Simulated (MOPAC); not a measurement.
MOPAC input (MNDO):

```
MNDO 1SCF UHF MS=0.5 GEO-OK AUX(PRECISION=9) THREADS=1
C4H5

C    -0.00304570 1   -0.15641480 1    2.06744886 1
C    -0.00102067 1   -0.05592749 1    0.70608771 1
C     0.00080695 1    0.03228757 1   -0.51321328 1
C     0.00285697 1    0.15186452 1   -1.95874397 1
H    -0.93121596 1   -0.20490266 1    2.62122401 1
H     0.92347531 1   -0.19046764 1    2.62504838 1
H    -0.00468476 1    1.20230164 1   -2.26611604 1
H     0.89181721 1   -0.31201186 1   -2.39299250 1
H    -0.87697708 1   -0.32577834 1   -2.39663976 1
```

Output:

```
 *******************************************************************************
 **                                                                           **
 **                              MOPAC v23.2.5                                **
 **                                                                           **
 *******************************************************************************
 ** MOPAC's Digital Object Identifier: https://doi.org/10.5281/zenodo.6511958 **
 **                                                                           **
 ** Please cite the open-source release paper for use of this MOPAC version:  **
 ** J. E. Moussa and J. J. P. Stewart (2026)                                  **
 ** MOPAC: An open-source semiempirical molecular orbital program             **
 ** J. Open Source Softw., 11(119), 8025, https://doi.org/10.21105/joss.08025 **
 *******************************************************************************

                              MNDO CALCULATION RESULTS

 *******************************************************************************
 *  MNDO       - The MNDO Hamiltonian to be used
 *  GEO-OK     - OVERRIDE INTERATOMIC DISTANCE AND OTHER SAFETY CHECKS
 *  UHF        - UNRESTRICTED HARTREE-FOCK CALCULATION
 *  MS=        - IN MECI, MAGNETIC COMPONENT OF SPIN =  0.5
 *  1SCF       - DO 1 SCF AND THEN STOP
 *  AUX        - OUTPUT AUXILIARY INFORMATION
 *******************************************************************************
MNDO 1SCF UHF MS=0.5 GEO-OK AUX(PRECISION=9) THREADS=1
 C4H5

   ATOM   CHEMICAL          X               Y               Z
  NUMBER   SYMBOL      (ANGSTROMS)     (ANGSTROMS)     (ANGSTROMS)

     1       C         -0.00304570  *  -0.15641480  *   2.06744886  *
     2       C         -0.00102067  *  -0.05592749  *   0.70608771  *
     3       C          0.00080695  *   0.03228757  *  -0.51321328  *
     4       C          0.00285697  *   0.15186452  *  -1.95874397  *
     5       H         -0.93121596  *  -0.20490266  *   2.62122401  *
     6       H          0.92347531  *  -0.19046764  *   2.62504838  *
     7       H         -0.00468476  *   1.20230164  *  -2.26611604  *
     8       H          0.89181721  *  -0.31201186  *  -2.39299250  *
     9       H         -0.87697708  *  -0.32577834  *  -2.39663976  *

          CARTESIAN COORDINATES

    NO.       ATOM           X           Y           Z

     1         C         -0.0030     -0.1564      2.0674
     2         C         -0.0010     -0.0559      0.7061
     3         C          0.0008      0.0323     -0.5132
     4         C          0.0029      0.1519     -1.9587
     5         H         -0.9312     -0.2049      2.6212
     6         H          0.9235     -0.1905      2.6250
     7         H         -0.0047      1.2023     -2.2661
     8         H          0.8918     -0.3120     -2.3930
     9         H         -0.8770     -0.3258     -2.3966

  H: (MNDO): M.J.S. DEWAR, W. THIEL, J. AM. CHEM. SOC., 99, 4899, (1977)
  C: (MNDO): M.J.S. DEWAR, W. THIEL, J. AM. CHEM. SOC., 99, 4899, (1977)

           Empirical Formula: C4 H5  =     9 atoms

      MOLECULAR POINT GROUP   :   Cs

          UHF CALCULATION, NO. OF ALPHA ELECTRONS =   11
                           NO. OF BETA  ELECTRONS =   10

 -------------------------------------------------------------------------------
 MNDO 1SCF UHF MS=0.5 GEO-OK AUX(PRECISION=9) THREADS=1
 C4H5

     1SCF WAS SPECIFIED, SO BFGS WAS NOT USED
     SCF FIELD WAS ACHIEVED

                              MNDO CALCULATION
                                                       MOPAC v23.2.5 Linux

          FINAL HEAT OF FORMATION =         51.06031 KCAL/MOL =     213.63635 KJ/MOL

          COSMO AREA              =        105.60 SQUARE ANGSTROMS
          COSMO VOLUME            =         86.11 CUBIC ANGSTROMS

          IONIZATION POTENTIAL    =          9.012775 EV
          ALPHA SOMO LUMO (EV)    =         -9.013  1.465
          BETA  SOMO LUMO (EV)    =        -10.381  0.286
          NO. OF ALPHA ELECTRONS  =         11
          NO. OF BETA  ELECTRONS  =         10
          MOLECULAR WEIGHT        =         53.0835         POINT GROUP:  Cs

          MOLECULAR DIMENSIONS (Angstroms)

            Atom       Atom       Distance
            H     9    H     6     5.33641
            H     5    H     8     3.40836
            H     5    H     7     1.51769

          SCF CALCULATIONS        =          1

   ATOM   CHEMICAL          X               Y               Z
  NUMBER   SYMBOL      (ANGSTROMS)     (ANGSTROMS)     (ANGSTROMS)

     1       C         -0.00304570  *  -0.15641480  *   2.06744886  *
     2       C         -0.00102067  *  -0.05592749  *   0.70608771  *
     3       C          0.00080695  *   0.03228757  *  -0.51321328  *
     4       C          0.00285697  *   0.15186452  *  -1.95874397  *
     5       H         -0.93121596  *  -0.20490266  *   2.62122401  *
     6       H          0.92347531  *  -0.19046764  *   2.62504838  *
     7       H         -0.00468476  *   1.20230164  *  -2.26611604  *
     8       H          0.89181721  *  -0.31201186  *  -2.39299250  *
     9       H         -0.87697708  *  -0.32577834  *  -2.39663976  *

                             CARTESIAN COORDINATES

   1    C       -0.003045700    -0.156414800     2.067448860
   2    C       -0.001020670    -0.055927490     0.706087710
   3    C        0.000806950     0.032287570    -0.513213280
   4    C        0.002856970     0.151864520    -1.958743970
   5    H       -0.931215960    -0.204902660     2.621224010
   6    H        0.923475310    -0.190467640     2.625048380
   7    H       -0.004684760     1.202301640    -2.266116040
   8    H        0.891817210    -0.312011860    -2.392992500
   9    H       -0.876977080    -0.325778340    -2.396639760

           Empirical Formula: C4 H5  =     9 atoms

      MOLECULAR POINT GROUP   :   Cs

          ALPHA EIGENVALUES
 -38.07794 -33.03318 -27.18308 -17.73032 -15.20178 -15.03950 -14.72677 -14.48446
 -11.94968 -10.43349  -9.01278   1.46497   1.96033   4.27457   4.27931   4.36305
   4.73745   4.85264   5.43641   6.14934   7.49741

           BETA EIGENVALUES
 -37.73510 -32.59263 -26.49253 -17.48495 -15.07820 -14.88541 -14.51571 -14.38247
 -11.21695 -10.38142   0.28635   1.51739   2.78872   4.33313   4.40626   4.75327
   5.11927   5.24926   5.47493   6.39984   7.64045

              NET ATOMIC CHARGES AND DIPOLE CONTRIBUTIONS

  ATOM NO.   TYPE          CHARGE      No. of ELECS.   s-Pop       p-Pop
    1          C           0.000265        3.9997     1.21694     2.78280
    2          C          -0.114987        4.1150     1.18344     2.93154
    3          C          -0.151584        4.1516     1.22087     2.93071
    4          C           0.151070        3.8489     1.17632     2.67261
    5          H           0.052097        0.9479     0.94790
    6          H           0.052097        0.9479     0.94790
    7          H           0.003491        0.9965     0.99651
    8          H           0.003776        0.9962     0.99622
    9          H           0.003776        0.9962     0.99622
 DIPOLE           X         Y         Z       TOTAL
 POINT-CHG.     0.000     0.027    -0.247     0.249
 HYBRID        -0.000    -0.004     0.060     0.060
 SUM            0.000     0.023    -0.188     0.189

          ATOMIC ORBITAL ELECTRON POPULATIONS

     Atom    s        px        py        pz
    1  C   1.21694   0.92370   0.99674   0.86236
    2  C   1.18344   1.00941   1.01356   0.90857
    3  C   1.22087   1.00683   0.99813   0.92574
    4  C   1.17632   0.92145   0.92097   0.83019
    5  H   0.94790
    6  H   0.94790
    7  H   0.99651
    8  H   0.99622
    9  H   0.99622

                    (SZ)    =    0.500000
                    (S**2)  =    0.919399

          ATOMIC ORBITAL SPIN POPULATIONS

    Atom   Total    s     px     py     pz
         Atomic
    1  C  0.9758  0.049  0.050  0.820  0.056
    2  C -0.6302 -0.043 -0.214 -0.326 -0.047
    3  C  0.7764  0.043  0.217  0.481  0.035
    4  C -0.0669 -0.006 -0.009 -0.015 -0.037
    5  H -0.0548 -0.055
    6  H -0.0548 -0.055
    7  H  0.0250  0.025
    8  H  0.0147  0.015
    9  H  0.0147  0.015

 **********************
 *                    *
 * JOB ENDED NORMALLY *
 *                    *
 **********************

 == MOPAC DONE ==
```

The determinant is spin-contaminated: <S^2> is 0.92 against 0.75 for a pure state.
